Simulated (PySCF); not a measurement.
nitroxyl: removing and adding an electron

Parent: nitroxyl, `N=O` (HNO). Coordinates in Å; atoms count from 1 in this order:
```
N     0.3121    0.3116   -0.0152
O    -0.8684    0.3938   -0.1359
H     0.5792   -0.7105    0.1260
```

Computed at PBE0-D3(BJ)/ma-def2-TZVP // PBE0-D3(BJ)/ma-def2-SVP with PySCF (density fitting, grid level 2). The prefix ma- adds one diffuse s and one diffuse p function on all atoms but H. Zero-point and thermal terms (298.15 K, 1 bar) come from unscaled PBE0-D3(BJ)/ma-def2-SVP harmonic frequencies, with soft modes damped to free rotors in the entropy.

Frontier levels of the parent: HOMO -7.12 eV, LUMO -2.83 eV.

Oxidation to the radical cation:
- Vertical ionisation energy (electronic): 10.40 eV
- Adiabatic ionisation energy (with zero-point energy): 10.02 eV
- Adiabatic, electronic part: 10.03 eV
- Vertical gap at the product's structure: 9.51 eV
- Inner reorganisation energy (four-point): 887 meV
- Relaxation of product / of parent: 370 / 517 meV
- ⟨S²⟩ of the product: 0.753
- Largest spin populations: O2 0.47, N1 0.44, H (on N1) 0.09
- Largest changes of atomic charge: O2 0.44, N1 0.37, H (on N1) 0.19
- Distances that move most (Å): N1–O2 1.189 → 1.118; N1–H 1.066 → 1.081

Reduction to the radical anion:
* Vertical electron affinity (electronic): 0.07 eV
* Adiabatic electron affinity (with zero-point energy): 0.51 eV
* Adiabatic, electronic part: 0.47 eV
* Vertical gap at the product's structure: 0.93 eV
* Inner reorganisation energy (four-point): 857 meV
* Relaxation of product / of parent: 400 / 457 meV
* ⟨S²⟩ of the product: 0.757
* Largest spin populations: N1 0.60, O2 0.42
* Largest changes of atomic charge: N1 -0.47, O2 -0.43, H (on N1) -0.09
* Distances that move most (Å): N1–O2 1.189 → 1.309; N1–H 1.066 → 1.057

Measured values (NIST Chemistry WebBook, evaluated or the median of agreeing entries): adiabatic electron affinity 0.34 eV (computed 0.51, difference 0.17).

Hardware: 1 thread of INTEL XEON PLATINUM 8581C @ 2.10GHz, shared with other jobs. Command: `OMP_NUM_THREADS=1 python redox_run.py task.json out`. Structures, frequencies and single points: 32 s.
